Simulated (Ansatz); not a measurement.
BH3S (`BS`). Total charge 0; spin multiplicity 1. The structure was optimised at the PBE0-D4/def2-TZVP level.

```xyz
5

B    -0.157   -0.449   -0.332
S     0.405    1.202   -0.058
H    -0.284   -0.772   -1.472
H    -0.391   -1.184    0.575
H     0.426    1.202    1.286
```

What is the dipole moment at B3LYP/def2-TZVPP? (An estimate is asked.)

Ansatz gave: 0.89 D, with components (0.06, 0.13, 0.88) D in this frame, pointing from negative to positive charge.

And with PBE, r2SCAN, ωB97M-V? (Estimate.)

Ansatz gave: PBE 0.94 D, r2SCAN 0.92 D, ωB97M-V 0.88 D.

Give the Mulliken charges with B3LYP, ωB97M-V, PBE in def2-TZVPP. (An estimate is asked.)

Ansatz gave: 
```
atom  B3LYP  ωB97M-V    PBE
  B1  -0.08    -0.16  -0.06
  S2  -0.12    -0.10  -0.11
  H3   0.04     0.07   0.02
  H4   0.05     0.08   0.03
  H5   0.11     0.12   0.12
```

B3LYP here is the variant with VWN-RPA as its local correlation; programs differ in this.
